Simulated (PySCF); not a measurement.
Naphthalene, C₁₀H₈.
Cartesian coordinates in Å at the PBE0-D3(BJ)/def2-SVP level; atoms count from 1:
```
atom  x, y, z in Å
C1     2.270    1.118   -0.055
C2     2.516   -0.272    0.035
C3     1.468   -1.161    0.081
C4     0.125   -0.703    0.041
C5    -0.978   -1.594    0.086
C6    -2.268   -1.119    0.045
C7    -2.515    0.271   -0.044
C8    -1.466    1.160   -0.090
C9    -0.124    0.703   -0.050
C10    0.980    1.593   -0.096
H11    3.112    1.814   -0.091
H12    3.545   -0.638    0.067
H13    1.655   -2.236    0.150
H14   -0.785   -2.668    0.155
H15   -3.109   -1.815    0.082
H16   -3.544    0.637   -0.076
H17   -1.654    2.235   -0.159
H18    0.787    2.666   -0.165
```

Linear response at wB97X-D/def2-SVPD (PySCF, frozen core in the response, non-relativistic). Isolated species at its PBE0-D3(BJ)/def2-SVP geometry, gas phase.

Static isotropic polarisability: 116.65 au (17.29 Å³), principal values 63.4, 121.5, 165.1 au.

Question: What is the polarisability at 1064 nm and at the sodium D line?

Answer: 118.53 au at 1064 nm (+1.6 %), 123.28 au at 589.3 nm (+5.7 %). The rise at 589.3 nm is 3.52 times that at 1064 nm; a pure ω² law gives 3.26. The lowest singlet lies at 269 nm, shorter than both wavelengths.

Question: What is the isotropic C6 coefficient between two such molecules, C6 = (3/π)∫α(iω)² dω?

Answer: 4654 au (Eh·bohr⁶) by a ten-point quadrature over imaginary frequencies, which is 2780 eV·Å⁶ or 268 J·nm⁶/mol.

Question: Which effective excitation energy ω̄ makes London's formula C6 = (3/4)α²ω̄ exact here?

Answer: ω̄ = 4·C6/(3α²) = 0.456 Eh = 12.4 eV. A one-pole form α(ω) = α/(1 − ω²/ω̄²) fitted to the 1064 nm value gives 9.2 eV. London's choice of the ionisation energy (8.08 eV, ΔSCF at the same level) gives C6 = 3030 au, 35 % too low.

Question: How anisotropic is the static polarisability, by Δα² = ½[(α1 − α2)² + (α2 − α3)² + (α3 − α1)²]?

Answer: Δα = 88.4 au, or 0.76 of the isotropic value.

Question: What n − 1 at the D line would an ideal gas of it have at 273.15 K and 1 atm (2.6868 × 10¹⁹ cm⁻³), by n − 1 = 2π·N·α′?

Answer: 30.84 × 10⁻⁴, a formal value whether or not that pressure can be reached.

Question: What does −C6/R⁶ come to at R = 12 Å between centres?

Answer: -90 J/mol. This is the leading, orientation-averaged term; C8 and higher terms are left out.

Question: The lowest 6 singlets have (eV, f): 4.61, 0.000; 4.67, 0.072; 6.12, 1.360; 6.25, 0.000; 6.38, 0.254; 6.47, 0.000. What share of the static polarisability do they carry in the sum over states α = Σ f/ω²?

Answer: 33.92 au, 29.1 % of α; the largest term, 26.84 au, is that of the state at 6.12 eV. Their oscillator strengths add up to 1.69. Higher states carry the rest.

wB97X-D is run here without its empirical dispersion term; that term would change no orbital, density or response property at a fixed geometry.
